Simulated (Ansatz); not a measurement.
# C₂H₄N−: one structure at several levels

One table from this session's results is given with a row withheld; the runs are named, their logs left out.

Computed with Ansatz 0.2.0, Gaussian basis. Level: single points in def2-TZVPPD.

Correlated methods freeze the cores. B3LYP uses VWN-RPA correlation.

## The starting structure

SMILES `[CH-]=CN`, 7 atoms, charge -1, spin multiplicity 1.

Atoms are counted from 1 here; the program's logs count them from 0.

Bond lengths: C1–C2 1.526 Å, C1–H4 1.224 Å, C2–N3 1.525 Å, C2–H5 1.281 Å, N3–H6 1.016 Å, N3–H7 1.172 Å. Angles: C2–C1–H4 97.7°, C1–C2–N3 125.8°, C1–C2–H5 135.7°, N3–C2–H5 95.3°, C2–N3–H6 89.8°, C2–N3–H7 88.4°, H6–N3–H7 106.5°.

Coordinates:

```xyz
7
charge -1, multiplicity 1
C    -1.0757   -0.8631   -0.6811
C    -0.1414    0.2554   -0.2286
N     1.2658    0.0704    0.3279
H    -1.9471   -0.1590   -1.1736
H     0.0020    1.4978   -0.5045
H     1.0008    0.5867    1.1616
H     1.0012   -1.0529    0.5327
```

Set-up of the first run:

run/in.yaml reads:

```yaml
crystal:
  periodic: [false, false, false]
  atoms:
    - {symbol: C, position_ang: [-1.075700, -0.863100, -0.681100]}
    - {symbol: C, position_ang: [-0.141400, 0.255400, -0.228600]}
    - {symbol: N, position_ang: [1.265800, 0.070400, 0.327900]}
    - {symbol: H, position_ang: [-1.947100, -0.159000, -1.173600]}
    - {symbol: H, position_ang: [0.002000, 1.497800, -0.504500]}
    - {symbol: H, position_ang: [1.000800, 0.586700, 1.161600]}
    - {symbol: H, position_ang: [1.001200, -1.052900, 0.532700]}
basis:
  gaussian: {orbitals: "def2-TZVPPD.json"}
total_charge: -1
correlation: {method: ccsd_t}
output: {forces: true}
```

The basis file named in the input lies beside it (Basis Set Exchange, JSON).

The command line of these runs was not kept.

Steps of the session up to this table: CCSD(T)/def2-TZVPPD; PBE0-D4/def2-TZVPPD; wB97M-V/def2-TZVPPD; r2SCAN-D4/def2-TZVPPD; PBE-D4/def2-TZVPPD; SPW92/def2-TZVPPD; B3LYP-D4/def2-TZVPPD.

One of the session's tables, all rows but one given; the rest of the session is left out.

```
   method  RMS force component (eV/Å)  angle to CCSD(T) forces (°)
  CCSD(T)                       2.215                    reference
  PBE0-D4                       2.390                          4.6
  wB97M-V                           ?                            ?
r2SCAN-D4                       2.286                          4.1
   PBE-D4                       2.155                          5.2
    SPW92                       2.239                          8.7
 B3LYP-D4                       2.347                          3.8
```

Q: Estimate the row for wB97M-V from the others.

The run gave: RMS force component (eV/Å): 2.423; angle to CCSD(T) forces (°): 4.3. In the column «RMS force component (eV/Å)» it is the highest.
